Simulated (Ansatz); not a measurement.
System: graphite. Method: HSE06-D3(BJ) in Ansatz (PAW).

Rigid layers of the crystal as relaxed at this level are moved apart or together:

```csv
run,k mesh,layer repeat (Å),energy against free layers (meV/Å²),gap on the mesh (eV)
1,12×12×6,3.155,-23.14,0.000
2,12×12×6,3.355,-25.06,0.000
3,12×12×6,3.755,-21.69,0.000
4,12×12×4,4.355,-13.73,0.000
5,12×12×4,6.355,-2.75,0.000
```

The lowest energy of these points lies at a layer repeat of 3.35 Å.

Note: exact exchange on metals is sensitive to the k mesh and can open a false gap.

Ansatz is an electronic-structure program.
